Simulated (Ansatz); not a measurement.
Si3⁺, relaxed as a doublet with UKS B3LYP-D4/def2-TZVP in Ansatz, starting from the GFN2-xTB geometry. Force threshold 0.02 eV/Å.

The charge 1 doublet is spin-contaminated (final ⟨S²⟩ up to 1.10, 0.75 for a pure state). The relaxation made no stability test and no search for a lower SCF solution. The structure comes from a short search, and lower isomers may exist.

Start:

```
atom    x (Å)    y (Å)    z (Å)
 Si1  -0.6148   1.1519  -0.4280
 Si2   0.9520   0.2693   0.9525
 Si3  -0.3372  -1.4211  -0.5244
```

```csv
step,energy (eV),largest force component (eV/Å),SCF passes
1,-23623.2949,1.053,57
2,-23623.5054,0.347,36
3,-23623.5369,0.314,36
4,-23623.5473,0.159,35
5,-23623.5498,0.020,30
6,-23623.5499,0.002,21
```

Force components are those of the run's own axes.

End:

```xyz
3

Si   -0.631    1.167   -0.442
Si    0.874    0.145    0.860
Si   -0.243   -1.312   -0.418
```

By distances, no bond broke or formed. The bond that changes most is Si2–Si3, from 2.59 to 2.24 Å (atoms count from 1).

The force fell under the threshold at step 5, but the optimiser went on. No frequencies were taken in this run, so the end may be a saddle point.

Hardware: 4 threads of Arm Neoverse V1 on a shared host. Wall time 7 s.
